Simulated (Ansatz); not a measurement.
# Voigt–Reuss–Hill bulk modulus of 2H-SiC at several levels of theory

No measured value is used here.

| level (code) | value (GPa) | cell (Å³/atom) |
|---|---|---|
| PBE (Ansatz) | ___ | 10.50 |
| PBE-D3(BJ) (Ansatz) | 222 | 10.28 |
| r²SCAN+rVV10 (Ansatz) | 230 | 10.31 |

### Question
Complete the blanks.

### Answer

- PBE (Ansatz, a program for electronic structure), value (GPa): 214

PBE-D3(BJ): the dispersion coefficients are held fixed in the derivatives. Each level is taken at its own relaxed cell. Cutoffs differ between the levels. Ansatz's density-functional and Hartree–Fock values are scalar-relativistic unless marked +SOC, with PAW data made under PBE.
